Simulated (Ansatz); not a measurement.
# C3H6ClFO: the cost of one run

All numbers below are computed with Ansatz 0.2.0 (RKS BLYP/6-31G*).

### Step 1. The system as given

Bond lengths: F1–C2 1.351 Å, C2–O3 1.437 Å, O3–C4 1.363 Å, C4–C5 1.547 Å, C5–Cl6 1.763 Å, C2–H7 1.112 Å, C2–H8 1.048 Å, C4–H9 1.173 Å, C4–H10 1.081 Å, C5–H11 1.065 Å, C5–H12 1.100 Å. Angles (14 of 19 angles, heavy atoms first): F1–C2–O3 110.2°, C2–O3–C4 112.2°, O3–C4–C5 110.4°, C4–C5–Cl6 113.0°, F1–C2–H7 104.8°, F1–C2–H8 110.0°, O3–C2–H7 110.1°, O3–C2–H8 110.8°, O3–C4–H9 109.2°, O3–C4–H10 114.5°, C5–C4–H9 108.0°, C5–C4–H10 111.1°, C4–C5–H11 107.6°, C4–C5–H12 109.4°.

As a file:

```xyz
12

F     1.3339   -0.2825    2.0618
C     0.9104   -1.2025    1.1679
O     0.6430   -0.5779   -0.0984
C    -0.2502    0.4459    0.0116
C    -0.6475    0.9684   -1.3890
Cl   -1.5925   -0.1950   -2.3165
H     1.7586   -1.9150    1.0714
H     0.0561   -1.6898    1.5313
H    -1.2208    0.0559    0.5418
H     0.0719    1.2552    0.6515
H     0.2505    1.1912   -1.9173
H    -1.2363    1.8908   -1.2821
```

### Step 2. End point A

Contents of input.yaml:

```yaml
crystal:
  periodic: [false, false, false]
  atoms:
    - { symbol: F, position_ang: [1.3339, -0.2825, 2.0618] }
    - { symbol: C, position_ang: [0.9104, -1.2025, 1.1679] }
    - { symbol: O, position_ang: [0.643, -0.5779, -0.0984] }
    - { symbol: C, position_ang: [-0.2502, 0.4459, 0.0116] }
    - { symbol: C, position_ang: [-0.6475, 0.9684, -1.389] }
    - { symbol: Cl, position_ang: [-1.5925, -0.195, -2.3165] }
    - { symbol: H, position_ang: [1.7586, -1.915, 1.0714] }
    - { symbol: H, position_ang: [0.0561, -1.6898, 1.5313] }
    - { symbol: H, position_ang: [-1.2208, 0.0559, 0.5418] }
    - { symbol: H, position_ang: [0.0719, 1.2552, 0.6515] }
    - { symbol: H, position_ang: [0.2505, 1.1912, -1.9173] }
    - { symbol: H, position_ang: [-1.2363, 1.8908, -1.2821] }
basis:
  gaussian: { orbitals: "6-31G*" }
hamiltonian:
  xc: blyp
relax:
  f_tol: 0.015
  max_steps: 40
```

The run is started by

```console
ansatz run input.yaml --threads 2 --pin off --max-ram 3072MiB --backend cpu --events-out ev --progress --plain --runs-dir out
```

Q: Estimate wall time and peak memory on 2 threads of Intel Xeon Platinum 8488C (Sapphire Rapids), shared host.

About 11 s, with a peak of 0.17 GiB.
